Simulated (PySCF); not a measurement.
## phosphine: 4 charge schemes on one density

Species: phosphine, PH₃.
Cartesian coordinates in Å at the GFN2-xTB level; atoms count from 1:
```xyz
4
PH3 angstrom
P     -0.0015    0.0035    0.5704
H     -0.5587    1.0086   -0.2056
H      1.1583   -0.0163   -0.1896
H     -0.5880   -0.9910   -0.1980
```

Density: PBE0/pcSseg-1 (PySCF); schemes: Mulliken, IAO, Hirshfeld and ESP-fitted. Isolated species at its GFN2-xTB geometry, gas phase.

**Question.** Tabulate the Mulliken, IAO, Hirshfeld and ESP-fitted charges.

**Answer.** In e; atoms taken as equivalent share a row and are averaged (×n: the atom named and its like, n in all):

| atom | environment | Mulliken | IAO | Hirshfeld | ESP-fitted |
| --- | --- | --- | --- | --- | --- |
| P1 | phosphine phosphorus | -0.101 | +0.022 | +0.031 | -0.281 |
| H2/H3/H4 | P–H hydrogen | +0.034 | -0.007 | -0.010 | +0.094 |

Mean size of the charges over all atoms: ESP-fitted 0.140 e, Mulliken 0.051 e, Hirshfeld 0.015 e, IAO 0.011 e. Each set sums to the total charge, 0, to within 0.001 e. The ESP scheme fits charges at the nuclei, held to the total charge, to the electrostatic potential on points at 1.4 to 2.0 times the van der Waals radii. The IAO scheme counts the electrons in orthogonalised intrinsic atomic orbitals, a minimal basis polarised so that it spans the occupied orbitals exactly.

Lowest charge. The schemes don't all agree: Mulliken P1 (-0.101); IAO H2/H3/H4 (-0.007); Hirshfeld H2/H3/H4 (-0.010); ESP-fitted P1 (-0.281).

Highest charge. The schemes don't all agree: Mulliken H2/H3/H4 (+0.034); IAO P1 (+0.022); Hirshfeld P1 (+0.031); ESP-fitted H2/H3/H4 (+0.094).

**Question.** How many electrons does the Mulliken scheme count on P1?

**Answer.** Z − q = 15 − (-0.101) = 15.101.

**Question.** Sum the charges by element, for elements with more than one atom.

**Answer.** 
```json
{"element": "H", "atoms": "3", "Mulliken": "+0.101", "IAO": "-0.022", "Hirshfeld": "-0.031", "ESP-fitted": "+0.281"}
```

The run behind these numbers computed NMR shieldings as well. Time: 2.3 s wall. Hardware: one thread of an x86-64 server, shared host.
